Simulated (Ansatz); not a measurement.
Geometry optimisation, RKS PBE-D4/def2-SVP (Ansatz).

The input (input.yaml):

```yaml
crystal:
  periodic: [false, false, false]
  atoms:
    - { symbol: Si, position_ang: [-0.344324, 0.777058, 0.813433] }
    - { symbol: H, position_ang: [-0.480799, -1.902386, 0.339662] }
    - { symbol: H, position_ang: [0.058563, 2.193734, 1.1612] }
    - { symbol: H, position_ang: [-1.836418, 0.679529, 0.964242] }
    - { symbol: O, position_ang: [0.283682, -0.324421, 1.943393] }
    - { symbol: H, position_ang: [-0.658584, -2.023461, -0.33541] }
    - { symbol: Si, position_ang: [0.300286, 0.334835, -1.310219] }
    - { symbol: H, position_ang: [1.248346, -0.453145, 1.885776] }
    - { symbol: H, position_ang: [-0.765599, -0.353337, -2.122774] }
    - { symbol: H, position_ang: [0.664382, 1.613488, -2.027524] }
    - { symbol: H, position_ang: [1.530365, -0.541996, -1.31198] }
basis:
  gaussian: { orbitals: def2-SVP }
hamiltonian:
  xc: pbe
  dispersion: d4
relax:
  f_tol: 0.03
  max_steps: 50
```

Command:

```bash
$ ansatz run input.yaml --threads 2 --pin off --max-ram 3072MiB --backend cpu --events-out ev --progress --plain --runs-dir out
```

Problem. Where does it end, and by what steps?

Solution. It converged. After 13 steps the energy has fallen by 0.247 eV; H6 moved furthest, 1.04 Å.

```csv
step,energy less start (eV),largest force component (eV/Å),accepted
0,0.0000,2.377,yes
1,-0.1799,0.289,yes
2,-0.2028,0.153,yes
3,-0.2142,0.104,yes
4,-0.1297,0.605,no
5,-0.2231,0.074,yes
6,-0.2298,0.136,yes
7,-0.2332,0.324,yes
8,-0.2310,0.553,no
9,-0.2419,0.107,yes
10,-0.2451,0.064,yes
11,-0.2455,0.110,yes
12,-0.2465,0.070,yes
13,-0.2472,0.023,yes
```

```xyz
11
Properties=species:S:1:pos:R:3
Si -0.283 0.996 0.816
H -0.529 -2.392 0.482
H 0.526 2.169 1.323
H -1.741 1.341 0.912
O -0.084 -0.371 1.798
H -0.535 -2.994 0.001
Si 0.341 0.562 -1.420
H 0.823 -0.723 1.832
H -0.572 -0.448 -2.059
H 0.304 1.838 -2.223
H 1.749 0.022 -1.462
```

Whether the end is a true minimum wasn't checked by a vibrational analysis.

The run took 18 s on 2 threads of Intel(R) Xeon(R) Platinum 8488C (Sapphire Rapids), with other jobs on the host, peak memory 0.14 GiB.
